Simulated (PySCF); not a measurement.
Method: CAM-B3LYP-D3(BJ)/def2-TZVP in PySCF. Gas-phase values, no solvent. One relaxed conformer stands for a flexible species; it need not be the lowest. 

Reference species (SMILES): `[OH]` (neutral, multiplicity 2).

```json
{
 "highest_occupied_spin_orbital": "-10.72 eV"
}
```

Changed species: `O[B]O` (H–O–B–O torsion 0°, O–B–O–H torsion 180°) (radical fragment; the reference has radical fragment).

Question: What does the change do to the highest occupied spin orbital?

Answer: the highest occupied spin orbital rises by 3.44 eV, to -7.28 eV.
